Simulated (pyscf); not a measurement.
AsH₃ + silylene (SiH₂) [singlet] → H₃Si–AsH₂, an insertion (singlet surface; As–H broken, As–Si, H–Si formed). Single points on ωB97X-D3(BJ)/def2-SVP structures (PySCF, gas phase). MP2 and CC: frozen core, UHF for open shells. ΔMP2 is the change of the MP2 total energy from the triple- to the quadruple-zeta basis. Energies in kcal/mol from the separated reactants.

Small-basis levels: PySCF, no dispersion term, spherical d functions. AM1 to PM7: differences of heats of formation from MOPAC. 

```
level                             barrier  reaction energy
--------------------------------  -------  ---------------
HF/STO-3G                            15.7            -81.8
HF/3-21G                             14.8            -48.0
HF/6-31G*+LANL2DZ                    12.8            -58.6
MP2/6-31G*+LANL2DZ                   -2.4            -63.0
SVWN5/6-31G*+LANL2DZ                -25.8            -72.2
B3LYP/STO-3G                         -8.9            -85.7
M06-2X/6-31G*+LANL2DZ                -8.5            -62.7
B3LYP/def2-SVP                      -10.1            -59.4
AM1                                 -13.4            -62.0
PM3                                 -31.7            -70.9
PM6                                 -15.6            -79.6
PM7                                  -1.4            -91.6
CCSD(T)/def2-TZVPP + ΔMP2(QZVPP)    -10.5            -62.7
```

Against the last row the barrier runs from -21.2 (PM3) to +26.2 kcal/mol (HF/STO-3G). CCSD(T)/def2-TZVPP + ΔMP2(QZVPP) has limits of its own. On the reactant side the descent ends in an adduct with a As–Si, H–Si contact, 13.4 kcal/mol under the separated species and 0.4 kcal/mol under the saddle at ωB97X-D3(BJ)/def2-TZVP. At CCSD(T) the saddle lies under the separated reactants, which points to a path from their complex (located at ωB97X-D3(BJ) alone). What is counted as formed (As–Si, H–Si) is already present as a longer contact in the reactant adduct; forming that adduct is a step of its own. At ωB97X-D3(BJ) the barrier from the zero used here is -13.0 kcal/mol. This is the saddle that the search found; another between the same sides may lie lower. The CCSD(T) − MP2 part came from Ansatz, without density fitting, on the same reference. The frozen core leaves the outer d or s,p core shells of the metals and heavy elements correlated in the MP2 and CC values, and def2-TZVPP describes them poorly, which can shift differences by a few kcal/mol. In the def2 sets elements up to Kr have no core potential.
